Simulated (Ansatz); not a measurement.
## Pressure series in InAs

Start from InAs in the zinc blende structure (space group F-43m, No. 216; a = 6.186 Å).

Cell and atoms are relaxed at each pressure.

Computed with Ansatz (a first-principles code), PBE, PAW, cutoff 420 eV, no SOC.

```tsv
pressure (GPa)	volume per atom (Å³/atom)
-2	31.005
0	29.594
1.8	28.606
4.2	27.524
9	25.864
18	?
30	21.857
45	20.228
60	19.031
```

**Question.** Fit the third-order Birch–Murnaghan form P(V) = (3B₀/2)[(V₀/V)^(7/3) − (V₀/V)^(5/3)]·[1 + (3/4)(B₀′ − 4)((V₀/V)^(2/3) − 1)] (squares taken in P) to the rows shown and predict the withheld row.

**Answer.** Least squares on the printed values gives V₀ = 29.595 Å³/atom, B₀ = 49.6 GPa, B₀′ = 4.5; this predicts 23.746 Å³/atom, and the run gives 23.741 Å³/atom, 0.005 lower.

Measured bulk modulus of InAs: 58.6 GPa (static lattice; corrected from measurement; as listed in Daniel Mejia-Rodriguez, S. B. Trickey, Phys. Rev. B (2018)); the computed value is 15 % below it.

The mesh was chosen for an insulator and is coarse for the gapless case. Load acts through the strain it causes; cell and atoms are relaxed under it. No phonon test of stability was made. All final runs are without spin polarisation. Measured, InAs leaves this structure (for rock salt) near 7 GPa (temperature not stated; as listed in Datta, Sujoy, Jana, Debnarayan, arXiv (2020)).
